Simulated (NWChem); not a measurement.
# One shape, several levels: BH2Cl (SMILES BCl)

We compute a comparison of 6 runs (B3LYP/6-31G*, BP86/6-311+G**, PBE0/def2-SVP, TPSS/6-31+G*, CCSD(T)/def2-TZVP) of BH2Cl. 

The results are computed with NWChem 7.3.0.

### Step 1. Starting point

BH2Cl has 4 atoms, charge 0, and is taken as a singlet. As SMILES, `BCl`. The shape is that of a PBE0-D4/def2-TZVP optimisation.

Bond lengths: B1–Cl2 1.733 Å, B1–H3 1.190 Å, B1–H4 1.190 Å. Angles: Cl2–B1–H3 118.1°, Cl2–B1–H4 118.1°, H3–B1–H4 123.7°.

### Step 2. Energy and forces at B3LYP/6-31G(d) (Cartesian functions) (run 1)

bclh2.nw

```
start bclh2
memory total 2200 mb

geometry units angstroms noautosym nocenter noautoz
B     -0.116700     0.021700    -0.075300
Cl     1.365000    -0.395300     0.721200
H     -1.106200    -0.559500     0.240400
H     -0.086600     0.872800    -0.906600
end

basis cartesian
B library 6-31G*
Cl library 6-31G*
H library 6-31G*
end

dft
xc b3lyp
grid xfine
convergence energy 1e-08
maxiter 100
mulliken
print low
end

task dft gradient
```

Run with:

```
$ nwchem bclh2.nw > bclh2.out
```

Standard output:

```text
[...]
 d= 0,ls=0.0,diis     1   -486.2350508950 -5.24D+02  1.95D-02  3.23D-01     0.6
[...]
 d= 0,ls=0.0,diis     8   -486.2694289371 -3.40D-10  1.46D-06  1.62D-09     3.7
         Total DFT energy =     -486.269428937089
      One electron energy =     -744.358814330984
           Coulomb energy =      253.363672727826
    Exchange-Corr. energy =      -33.057306052762
 Nuclear repulsion energy =       37.783018718832
[...]
      Total Density - Mulliken Population Analysis
     ---------------------------------------------
    Atom       Charge   Shell Charges
 -----------   ------   -------------------------------------------------------
    1 B    5     4.95   1.99  0.59  1.39  0.47  0.43  0.08
    2 Cl  17    17.09   2.00  1.99  5.97  1.46  3.64  0.54  1.52 -0.02
    3 H    1     0.98   0.52  0.46
    4 H    1     0.98   0.52  0.46
[...]
                         DFT ENERGY GRADIENTS
    atom               coordinates                        gradient
                 x          y          z           x          y          z
   1 B      -0.220531   0.041007  -0.142296    0.007078  -0.001954   0.003766
   2 Cl      2.579476  -0.747009   1.362870   -0.007530   0.002116  -0.004045
   3 H      -2.090415  -1.057302   0.454290    0.000037  -0.000334   0.000340
   4 H      -0.163650   1.649353  -1.713226    0.000415   0.000172  -0.000061
 Task  times  cpu:        4.7s     wall:        4.7s
 Total times  cpu:        4.7s     wall:        4.7s
```

It took 5.4 s on 1 thread of Intel Xeon 6975P-C (Granite Rapids), shared host; peak memory 0.12 GiB.

### Step 3. Energy and forces at BP86/6-311+G(d,p) (run 2)

input.nw

```
start input
title "BClH2"
memory stack 880 mb heap 220 mb global 1100 mb
geometry units angstrom noautosym nocenter noautoz
 B       -0.116700       0.021700      -0.075300
 Cl       1.365000      -0.395300       0.721200
 H       -1.106200      -0.559500       0.240400
 H       -0.086600       0.872800      -0.906600
end
basis spherical bse
 * library 6-311+G**
end
dft
 xc becke88 perdew86
 grid xfine
 convergence energy 1e-08
 iterations 100
 mulliken
 print low
end
task dft gradient
```

Run with:

```
$ nwchem input.nw > input.out
```

Standard output:

```text
[...]
 d= 0,ls=0.0,diis     1   -486.2849139986 -5.24D+02  1.16D-02  9.33D-01     0.9
[...]
 d= 0,ls=0.0,diis    10   -486.3212551057 -9.13D-10  1.71D-07  1.58D-10     7.8
         Total DFT energy =     -486.321255105656
      One electron energy =     -744.254857627450
           Coulomb energy =      253.211157196109
    Exchange-Corr. energy =      -33.060573393146
 Nuclear repulsion energy =       37.783018718832
[...]
      Total Density - Mulliken Population Analysis
     ---------------------------------------------
    Atom       Charge   Shell Charges
 -----------   ------   -------------------------------------------------------
    1 B    5     5.13   1.13  0.85  0.44  0.71  0.96  0.44  0.43  0.04  0.03  0.08
    2 Cl  17    16.95   0.78  1.19  0.89  1.09  1.02  0.98  7.42 -1.52  1.11  2.90  1.25 -0.06 -0.13  0.02
    3 H    1     0.96   0.27  0.55  0.13  0.01
    4 H    1     0.96   0.27  0.55  0.13  0.01
[...]
                         DFT ENERGY GRADIENTS
    atom               coordinates                        gradient
                 x          y          z           x          y          z
   1 B      -0.220531   0.041007  -0.142296    0.005952  -0.001640   0.003163
   2 Cl      2.579476  -0.747009   1.362870   -0.007983   0.002244  -0.004289
   3 H      -2.090415  -1.057302   0.454290    0.002303   0.001519  -0.000897
   4 H      -0.163650   1.649353  -1.713226   -0.000272  -0.002123   0.002023
 Task  times  cpu:        9.8s     wall:        9.8s
 Total times  cpu:        9.8s     wall:        9.8s
```

Run time: 11 s. Hardware: 1 thread of Intel Xeon 6975P-C (Granite Rapids), shared host; peak memory 0.12 GiB.

Runs 3 to 5 aren't shown in full; the table further down has their settings and results.

### Step 4. A single-point energy at CCSD(T)/def2-TZVP (run 6)

run.nw

```
start run
memory total 2200 mb

geometry units angstroms noautosym nocenter noautoz
  B       -0.116700       0.021700      -0.075300
  Cl       1.365000      -0.395300       0.721200
  H       -1.106200      -0.559500       0.240400
  H       -0.086600       0.872800      -0.906600
end

basis spherical bse
  * library def2-TZVP
end

scf
  thresh 1e-08
  maxiter 80
end

ccsd
  freeze core 6
  maxiter 60
end

task ccsd(t)
```

Run with:

```
$ nwchem run.nw > run.out
```

Standard output:

```text
[...]
  functions       =    80
[...]
  wavefunction    = RHF
[...]
         Total SCF energy =   -485.390007934940
      One-electron energy =   -744.288235178612
      Two-electron energy =    221.115208524841
 Nuclear repulsion energy =     37.783018718832
        Time for solution =      6.6s
[...]
 Total MP2 energy:           -485.676156523920099
[...]
             energy      energy      error      ampl     ampl      Block
                                                time     time      time
[...]
 Total CCSD energy:           -485.708138917121914
[...]
 Total CCSD+T(CCSD) energy:           -485.720595853865063
[...]
 Total CCSD(T) energy:                -485.720319552999001
[...]
```

It took 43 s on 1 thread of Intel Xeon 6975P-C (Granite Rapids), shared host; peak memory 0.15 GiB.

### Step 5. The series

```csv
run,level,Cartesian functions,task,energy (Eh),largest force (eV/Å),wall time
1,B3LYP/6-31G* (Cartesian functions),yes,gradient,-486.269429,0.453,5.4 s
2,BP86/6-311+G**,no,gradient,-486.321255,0.480,11 s
3,B3LYP/6-31G* (spherical functions),no,gradient,-486.265596,0.435,5.4 s
4,PBE0/def2-SVP,no,gradient,-485.908619,0.329,4.8 s
5,TPSS/6-31+G* (spherical functions),no,gradient,-486.278434,0.521,8.4 s
6,CCSD(T)/def2-TZVP,no,energy,-485.720320,–,43 s
```

### Step 6. Outcome

```
                                          quantity          value
                               run 6: total energy  -485.72032 Eh
        run 6: HOMO energy (Hartree–Fock orbitals)      -11.96 eV
        run 6: LUMO energy (Hartree–Fock orbitals)        1.71 eV
      run 6: HOMO–LUMO gap (Hartree–Fock orbitals)       13.67 eV
run 6: correlation energy (6 core orbitals frozen)     -330.3 mEh
                             run 6: (T) correction     -12.18 mEh
```

**Reading.** Over runs 3, 4, 5 the dipole moment (its size) runs from 0.41 D (PBE0/def2-SVP) to 0.66 D (B3LYP/6-31G*). The two ends differ in method and basis. Over runs 3, 4, 5 the HOMO–LUMO gap runs from 4.86 eV (TPSS/6-31+G*) to 6.87 eV (PBE0/def2-SVP). Totals of different functionals can't be ranked against each other. All runs together took 78 s, the longest 43 s.
